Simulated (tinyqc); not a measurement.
Born-Oppenheimer dynamics on the UHF/sto-3g surface (energies and gradients from PySCF), for CH2, spin multiplicity 3, step by step. Computed by tinyqc, a small Python program that keeps every step (integrals from PySCF). Settings: charge = 0, multiplicity = 3, basis = sto-3g, time step (fs) = 0.5, steps = 16. Command: `OMP_NUM_THREADS=1 python tinyqc.py 25210 25211 out.jsonl` (the two numbers bound the seeds that draw the settings). One thread of a shared host (Intel(R) Xeon(R) Processor @ 2.60GHz), about 1 s of CPU time with the checks.

## Velocity Verlet step 1

positions (bohr):
```
            x          y          z
1C   0.026456   0.018897  -0.024566
2H  -0.015118   1.664849   1.046908
3H   0.064251  -1.795240   1.118718
```

velocities (bohr per atomic time unit):
```
               x             y             z
1C   0.000001726   0.000129145  -0.000083125
2H  -0.000433274  -0.000576855   0.000118875
3H   0.000412726  -0.000960855   0.000870875
```

gradient (hartree/bohr):
```
              x            y            z
1C  -0.00163445   0.07423051  -0.02130599
2H   0.00113872  -0.04763176  -0.01236799
3H   0.00049573  -0.02659875   0.03367397
```

masses (electron masses): 1C 21874.661832, 2H 1837.152588, 3H 1837.152588

gradient after step 1 (hartree/bohr):
```
              x            y            z
1C  -0.00223589   0.08372008  -0.02494405
2H   0.00145916  -0.04988287  -0.01360409
3H   0.00077673  -0.03383721   0.03854814
```

dt = 0.5 fs = 20.6707 atomic units; x' = x + v dt - g dt^2 / (2m); after the new gradient g', v' = v - (g + g') dt / (2m).

positions after step 1 (bohr):
```
            x          y          z
1C   0.026508   0.020842  -0.026077
2H  -0.024206   1.658464   1.050804
3H   0.072724  -1.812008   1.132804
```

velocities after step 1 (bohr per atomic time unit):
```
               x             y             z
1C   0.000003554   0.000054517  -0.000061272
2H  -0.000447889  -0.000028263   0.000264988
3H   0.000405567  -0.000620858   0.000464573
```

## Velocity Verlet step 2

gradient after step 2 (hartree/bohr):
```
              x            y            z
1C  -0.00256420   0.08259248  -0.02968300
2H   0.00156335  -0.04551538  -0.01087662
3H   0.00100086  -0.03707711   0.04055963
```

As before.

positions after step 2 (bohr):
```
            x          y          z
1C   0.026603   0.021151  -0.027100
2H  -0.033634   1.663680   1.057863
3H   0.081017  -1.820907   1.137924
```

velocities after step 2 (bohr per atomic time unit):
```
               x             y             z
1C   0.000005822  -0.000024063  -0.000035462
2H  -0.000464893   0.000508423   0.000402710
3H   0.000395567  -0.000221912   0.000019533
```

## Energy conservation

The total energy should stay constant up to terms of order dt^2; the step counts as short enough if it moves by less than 2 % of the largest kinetic energy.

Trajectory:
```
time (fs)  1C-2H (angstrom)  potential (hartree)  kinetic (hartree)  total (hartree)
0.000000           1.039526         -38.42952446         0.00245032     -38.42707414
0.500000           1.037518         -38.42806528         0.00102664     -38.42703864
1.000000           1.042180         -38.42783582         0.00079472     -38.42704109
1.500000           1.052827         -38.42880676         0.00173388     -38.42707289
2.000000           1.067910         -38.43048599         0.00337062     -38.42711537
2.500000           1.085350         -38.43220054         0.00504767     -38.42715286
3.000000           1.102899         -38.43335172         0.00617567     -38.42717605
3.500000           1.118447         -38.43357940         0.00640123     -38.42717817
4.000000           1.130222         -38.43287588         0.00572216     -38.42715372
4.500000           1.136910         -38.43165729         0.00455142     -38.42710587
5.000000           1.137722         -38.43068549         0.00362914     -38.42705635
5.500000           1.132445         -38.43071764         0.00367781     -38.42703982
6.000000           1.121485         -38.43199178         0.00491599     -38.42707578
6.500000           1.105896         -38.43395404         0.00680835     -38.42714569
7.000000           1.087358         -38.43554056         0.00833495     -38.42720561
7.500000           1.068090         -38.43583370         0.00861386     -38.42721985
8.000000           1.050630         -38.43460706         0.00742513     -38.42718193
```

The total energy moves within 1.8e-04 hartree; that is over 2 % of the largest kinetic energy, so the time step is too long.
